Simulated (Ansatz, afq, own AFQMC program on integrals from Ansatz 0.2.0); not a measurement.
# BSiH$_{3}$, triplet in cc-pVDZ along one coordinate

| atom | x (Å) | y (Å) | z (Å) |
| --- | --- | --- | --- |
| Si | 0.0000 | -0.0859 | 0.5958 |
| B | 0.0000 | 0.0900 | -1.3330 |
| H | 0.0000 | 1.0950 | 1.5177 |
| H | 0.0000 | 1.2016 | -1.7784 |
| H | 0.0000 | -0.8671 | -2.0435 |

The Si1–B2 distance is changed with both sides rigid. Energies in kcal/mol count from this geometry (1.937 Å) at the same level; the start stands on UHF, each point on the determinant named.

Basis cc-pVDZ. Only valence electrons are correlated. Ansatz 0.2.0 and our own AFQMC program on the same integrals; the CISD trial comes from CCSD amplitudes, and released means the phaseless constraint is let go. Uncertainties: one standard error, sampling alone.

Cautions, each for one point or more: lower spins were not checked; the ph-AFQMC/CISD walk drifts between its halves; unrestricted determinant slightly spin contaminated.

```csv
r(Si1–B2) / Å,det.,T1,weight,⟨S²⟩,PBE,wB97M-V,CCSD(T)
1.538,UHF,0.017,0.89,2.01,57.9,56.6,64.0
2.378,UHF,0.032,0.87,2.01,17.1,19.5,16.4
4.195,UHF,0.028,0.87,2.06,74.6,69.9,64.9
6.615,UHF,0.013,0.88,2.02,77.1,71.1,65.6
```

**Question.** Estimate the curve of CCSDT(Q), counted from the same start.

**Answer.** 
```tsv
r(Si1–B2) / Å	det.	T1	weight	⟨S²⟩	CCSDT(Q)	ph-AFQMC/CISD
1.538	UHF	0.017	0.89	2.01	64.2	63.8 ± 0.3
2.378	UHF	0.032	0.87	2.01	16.1	16.3 ± 0.3
4.195	UHF	0.028	0.87	2.06	65.2	65.4 ± 0.2
6.615	UHF	0.013	0.88	2.02	66.0	65.8 ± 0.3
```

Weight is that of the determinant in the CISD state; at the start T1 is 0.025 and the weight 0.88, and ⟨S²⟩ is 2.01. Largest departures from CCSDT(Q), at the points where its series has closed: CCSD(T) 0.4 kcal/mol at 2.378 (on UHF), ph-AFQMC/CISD -0.3 kcal/mol at 1.538 (on UHF) (within the noise), PBE 11.1 kcal/mol at 6.615, wB97M-V -7.6 kcal/mol at 1.538. Functionals count only at points shown to share the start's state and spin. In this small basis the wave-function levels are far from their limit, so their gap to the functionals isn't the functionals' error.

A walk keeps the symmetry of its determinant, which the program's search chose and which needn't be the lowest solution, so a lower state of the same spin and another symmetry isn't excluded.
